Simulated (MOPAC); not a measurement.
MOPAC input (MNDO):

```
MNDO PRECISE GNORM=0.05 LET XYZ CHARGE=1 GEO-OK AUX(PRECISION=9) THREADS=1
C5H6N

N    -0.00157683 1   -0.00024839 1    1.30348651 1
C     0.00170413 1    0.00026845 1   -1.40872082 1
C     0.00242832 1    1.18429545 1    0.66375975 1
C    -0.00403366 1   -1.18454834 1    0.66330053 1
C    -0.00242719 1   -1.20598434 1   -0.71362886 1
C     0.00415317 1    1.20625623 1   -0.71316122 1
H     0.00301286 1    0.00047461 1   -2.49058434 1
H     0.00410240 1    2.07112659 1    1.28013971 1
H    -0.00719860 1   -2.07161432 1    1.27933659 1
H    -0.00438966 1   -2.15440561 1   -1.23046542 1
H     0.00736564 1    2.15487440 1   -1.22963003 1
H    -0.00280348 1   -0.00044162 1    2.31750162 1
```

Output:

```
 *******************************************************************************
 **                                                                           **
 **                              MOPAC v23.2.5                                **
 **                                                                           **
 *******************************************************************************
 ** MOPAC's Digital Object Identifier: https://doi.org/10.5281/zenodo.6511958 **
 **                                                                           **
 ** Please cite the open-source release paper for use of this MOPAC version:  **
 ** J. E. Moussa and J. J. P. Stewart (2026)                                  **
 ** MOPAC: An open-source semiempirical molecular orbital program             **
 ** J. Open Source Softw., 11(119), 8025, https://doi.org/10.21105/joss.08025 **
 *******************************************************************************

                              MNDO CALCULATION RESULTS

 *******************************************************************************
 *  MNDO       - The MNDO Hamiltonian to be used
 *  GEO-OK     - OVERRIDE INTERATOMIC DISTANCE AND OTHER SAFETY CHECKS
 *
 *
 *
 *                 CHARGE ON SYSTEM = +1
 *
 *
 *
 *  LET        - OVERRIDE SOME SAFETY CHECKS
 *  PRECISE    - TIGHTER CRITERIA TO BE USED
 *  XYZ        - CARTESIAN COORDINATE SYSTEM TO BE USED
 *  GNORM      - EXIT WHEN GRADIENT NORM DROPS BELOW 0.050
 *  AUX        - OUTPUT AUXILIARY INFORMATION
 *******************************************************************************
MNDO PRECISE GNORM=0.05 LET XYZ CHARGE=1 GEO-OK AUX(PRECISION=9) THREADS=1
 C5H6N

   ATOM   CHEMICAL          X               Y               Z
  NUMBER   SYMBOL      (ANGSTROMS)     (ANGSTROMS)     (ANGSTROMS)

     1       N         -0.00157683  *  -0.00024839  *   1.30348651  *
     2       C          0.00170413  *   0.00026845  *  -1.40872082  *
     3       C          0.00242832  *   1.18429545  *   0.66375975  *
     4       C         -0.00403366  *  -1.18454834  *   0.66330053  *
     5       C         -0.00242719  *  -1.20598434  *  -0.71362886  *
     6       C          0.00415317  *   1.20625623  *  -0.71316122  *
     7       H          0.00301286  *   0.00047461  *  -2.49058434  *
     8       H          0.00410240  *   2.07112659  *   1.28013971  *
     9       H         -0.00719860  *  -2.07161432  *   1.27933659  *
    10       H         -0.00438966  *  -2.15440561  *  -1.23046542  *
    11       H          0.00736564  *   2.15487440  *  -1.22963003  *
    12       H         -0.00280348  *  -0.00044162  *   2.31750162  *

          CARTESIAN COORDINATES

    NO.       ATOM           X           Y           Z

     1         N         -0.0016     -0.0002      1.3035
     2         C          0.0017      0.0003     -1.4087
     3         C          0.0024      1.1843      0.6638
     4         C         -0.0040     -1.1845      0.6633
     5         C         -0.0024     -1.2060     -0.7136
     6         C          0.0042      1.2063     -0.7132
     7         H          0.0030      0.0005     -2.4906
     8         H          0.0041      2.0711      1.2801
     9         H         -0.0072     -2.0716      1.2793
    10         H         -0.0044     -2.1544     -1.2305
    11         H          0.0074      2.1549     -1.2296
    12         H         -0.0028     -0.0004      2.3175

  H: (MNDO): M.J.S. DEWAR, W. THIEL, J. AM. CHEM. SOC., 99, 4899, (1977)
  C: (MNDO): M.J.S. DEWAR, W. THIEL, J. AM. CHEM. SOC., 99, 4899, (1977)
  N: (MNDO): M.J.S. DEWAR, W. THIEL, J. AM. CHEM. SOC., 99, 4899, (1977)

           Empirical Formula: C5 H6 N  =    12 atoms

      MOLECULAR POINT GROUP   :   C2v

      RHF CALCULATION, NO. OF DOUBLY OCCUPIED LEVELS = 15

          Geometry optimization using EF

          DIAGONAL MATRIX USED AS START HESSIAN

 CYCLE:     1  GRAD.:    98.598 HEAT:  192.3981
 CYCLE:     2  GRAD.:   348.064 HEAT:  209.0864
 CYCLE:     3  GRAD.:   106.392 HEAT:  195.8896
 CYCLE:     4  GRAD.:   205.961 HEAT:  195.8958
 CYCLE:     5  GRAD.:   299.850 HEAT:  207.0933
 CYCLE:     6  GRAD.:   206.707 HEAT:  197.3049
 CYCLE:     7  GRAD.:   238.475 HEAT:  202.1110
 CYCLE:     8  GRAD.:   219.635 HEAT:  200.3787
 CYCLE:     9  GRAD.:   290.568 HEAT:  204.7944
 CYCLE:    10  GRAD.:   241.988 HEAT:  200.5868
 CYCLE:    11  GRAD.:   225.810 HEAT:  200.0444
 CYCLE:    12  GRAD.:   188.171 HEAT:  199.6019
 CYCLE:    13  GRAD.:   196.998 HEAT:  196.2660
 CYCLE:    14  GRAD.:    57.226 HEAT:  188.5659
 CYCLE:    15  GRAD.:    11.707 HEAT:  187.8368
 CYCLE:    16  GRAD.:    45.826 HEAT:  188.1280
 CYCLE:    17  GRAD.:    51.785 HEAT:  188.5052
 CYCLE:    18  GRAD.:    38.927 HEAT:  188.3106
 CYCLE:    19  GRAD.:    26.144 HEAT:  187.9045
 CYCLE:    20  GRAD.:   179.175 HEAT:  193.6645
 CYCLE:    21  GRAD.:    16.214 HEAT:  187.8553
 CYCLE:    22  GRAD.:   111.427 HEAT:  191.4688
 CYCLE:    23  GRAD.:     2.233 HEAT:  187.7826
 CYCLE:    24  GRAD.:     6.791 HEAT:  187.7999
 CYCLE:    25  GRAD.:     0.864 HEAT:  187.7805
 CYCLE:    26  GRAD.:     5.661 HEAT:  187.7890
 CYCLE:    27  GRAD.:     0.319 HEAT:  187.7804
 CYCLE:    28  GRAD.:     0.224 HEAT:  187.7804
 CYCLE:    29  GRAD.:     0.039 HEAT:  187.7803

     GRADIENT =  0.03919 IS LESS THAN CUTOFF =  0.05000

 -------------------------------------------------------------------------------
 MNDO PRECISE GNORM=0.05 LET XYZ CHARGE=1 GEO-OK AUX(PRECISION=9) THREADS=1
 C5H6N

     GEOMETRY OPTIMISED USING EIGENVECTOR FOLLOWING (EF).
     SCF FIELD WAS ACHIEVED

                              MNDO CALCULATION
                                                       MOPAC v23.2.5 Linux

          FINAL HEAT OF FORMATION =        187.78034 KCAL/MOL =     785.67294 KJ/MOL

          COSMO AREA              =        118.20 SQUARE ANGSTROMS
          COSMO VOLUME            =        106.03 CUBIC ANGSTROMS

          GRADIENT NORM           =          0.03919          =       0.01131 PER ATOM
          IONIZATION POTENTIAL    =         15.227811 EV
          HOMO LUMO ENERGIES (EV) =        -15.228 -6.016
          NO. OF FILLED LEVELS    =         15
          MOLECULAR WEIGHT        =         80.1091         POINT GROUP:  C2v

          MOLECULAR DIMENSIONS (Angstroms)

            Atom       Atom       Distance
            H    11    H     9     4.99183
            H    10    H     8     4.37774
            C     6    C     2     0.00000

          SCF CALCULATIONS        =         30

   ATOM   CHEMICAL          X               Y               Z
  NUMBER   SYMBOL      (ANGSTROMS)     (ANGSTROMS)     (ANGSTROMS)

     1       N         -0.00161978  *  -0.00025217  *   1.33904473  *
     2       C          0.00174166  *   0.00026812  *  -1.43988339  *
     3       C          0.00248242  *   1.21068310  *   0.67847674  *
     4       C         -0.00412353  *  -1.21093233  *   0.67802924  *
     5       C         -0.00244552  *  -1.21801815  *  -0.72551264  *
     6       C          0.00420052  *   1.21828822  *  -0.72506296  *
     7       H          0.00306386  *   0.00047213  *  -2.53274009  *
     8       H          0.00422958  *   2.12139734  *   1.28839360  *
     9       H         -0.00734571  *  -2.12188809  *   1.28758238  *
    10       H         -0.00440894  *  -2.17299313  *  -1.25647926  *
    11       H          0.00744780  *   2.17345472  *  -1.25567831  *
    12       H         -0.00284356  *  -0.00042004  *   2.35070020  *

                             CARTESIAN COORDINATES

   1    N       -0.001619780    -0.000252174     1.339044729
   2    C        0.001741656     0.000268122    -1.439883394
   3    C        0.002482423     1.210683103     0.678476740
   4    C       -0.004123535    -1.210932327     0.678029241
   5    C       -0.002445519    -1.218018150    -0.725512641
   6    C        0.004200521     1.218288217    -0.725062965
   7    H        0.003063855     0.000472134    -2.532740090
   8    H        0.004229583     2.121397336     1.288393600
   9    H       -0.007345709    -2.121888090     1.287582380
  10    H       -0.004408941    -2.172993131    -1.256479264
  11    H        0.007447802     2.173454719    -1.255678315
  12    H       -0.002843565    -0.000420041     2.350700200

           Empirical Formula: C5 H6 N  =    12 atoms

      MOLECULAR POINT GROUP   :   C2v

                  EIGENVALUES
 -48.42888 -40.62167 -39.08063 -30.70941 -30.03670 -25.31331 -22.86347 -22.60645
 -21.07205 -20.31444 -20.15425 -18.44777 -18.44528 -16.11106 -15.22781  -6.01569
  -5.33328  -3.53907  -3.16110  -1.62473  -1.51892  -0.98547  -0.71862  -0.39576
  -0.38548  -0.01872   0.27936   0.38840   0.56543   0.70322

              NET ATOMIC CHARGES AND DIPOLE CONTRIBUTIONS

  ATOM NO.   TYPE          CHARGE      No. of ELECS.   s-Pop       p-Pop
    1          N          -0.139195        5.1392     1.45139     3.68780
    2          C           0.101310        3.8987     1.22565     2.67304
    3          C           0.143350        3.8567     1.23600     2.62065
    4          C           0.143353        3.8566     1.23600     2.62065
    5          C          -0.085329        4.0853     1.21879     2.86654
    6          C          -0.085325        4.0853     1.21879     2.86654
    7          H           0.122865        0.8771     0.87713
    8          H           0.143072        0.8569     0.85693
    9          H           0.143073        0.8569     0.85693
   10          H           0.130683        0.8693     0.86932
   11          H           0.130684        0.8693     0.86932
   12          H           0.251457        0.7485     0.74854
 DIPOLE           X         Y         Z       TOTAL
 POINT-CHG.    -0.002    -0.000     1.458     1.458
 HYBRID        -0.001    -0.000     0.500     0.500
 SUM           -0.002    -0.000     1.958     1.958

          ATOMIC ORBITAL ELECTRON POPULATIONS

     Atom    s        px        py        pz
    1  N   1.45139   1.48753   1.07404   1.12624
    2  C   1.22565   0.79409   0.89579   0.98316
    3  C   1.23600   0.86799   0.83423   0.91842
    4  C   1.23600   0.86799   0.83431   0.91835
    5  C   1.21879   0.99120   0.97846   0.89689
    6  C   1.21879   0.99119   0.97848   0.89686
    7  H   0.87713
    8  H   0.85693
    9  H   0.85693
   10  H   0.86932
   11  H   0.86932
   12  H   0.74854

 **********************
 *                    *
 * JOB ENDED NORMALLY *
 *                    *
 **********************

 == MOPAC DONE ==
```

The dipole moment of an ion depends on the origin.
